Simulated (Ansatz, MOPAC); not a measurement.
Gas-phase reaction in SMILES: CC (C2H6) [ethane] -> [CH2]C (C2H5) + H atom (the C-H bond breaks)

Wanted: bond dissociation energy (enthalpy at 298 K), in kcal/mol. Set-up: dispersion terms only where a functional's name holds one; UHF or UKS for open shells; no spin-orbit coupling; non-relativistic. Ab initio and DFT rows: single points at B3LYP-D3(BJ) geometries (Ansatz, a program for electronic structure), with unscaled harmonic terms from B3LYP/6-31G* (Ansatz) at its own minima. Semi-empirical rows: MOPAC heats of formation at their own minima for 298 K.

| species | coefficient | E at HF/3-21G (Ansatz), Eh | E at PBE0/def2-TZVPD (Ansatz), Eh | H(298 K) - E, kcal/mol | heat of formation at PM6 (MOPAC), kcal/mol |
|---|---|---|---|---|---|
| CC (C2H6) | -1 | -78.79358 | -79.75036 | 49.98 | -15.82 |
| [CH2]C (C2H5) | +1 | -78.16307 | -79.08265 | 40.50 | 16.00 |
| H atom | +1 | -0.49620 | -0.50104 | 1.48 | 52.10 |

Measured values: Active Thermochemical Tables 1.112 (ions: stationary electron), as tabulated in the package chemicals; G2/97 table in ASE (Curtiss et al.); they hold spin-orbit and core effects, anharmonicity.  Value to compare with, the measured value: 101.0 kcal/mol. 1 Eh = 627.5095 kcal/mol.

Q: Work the quantity out at each level, and compare with the measured value.

A: 
- HF/3-21G: the sum of coefficient times E is 0.13431 Eh, or 84.28 kcal/mol; the thermal terms add -8.00. Result: 76.3 kcal/mol. Its error against the measured value is -24.7 kcal/mol.
- PBE0/def2-TZVPD: the sum of coefficient times E is 0.16667 Eh, or 104.59 kcal/mol; the thermal terms add -8.00. Result: 96.6 kcal/mol. Its error against the measured value is -4.4 kcal/mol.
- PM6: the sum of coefficient times heat of formation is 83.92 kcal/mol; it needs no thermal term. Its error against the measured value is -17.1 kcal/mol.
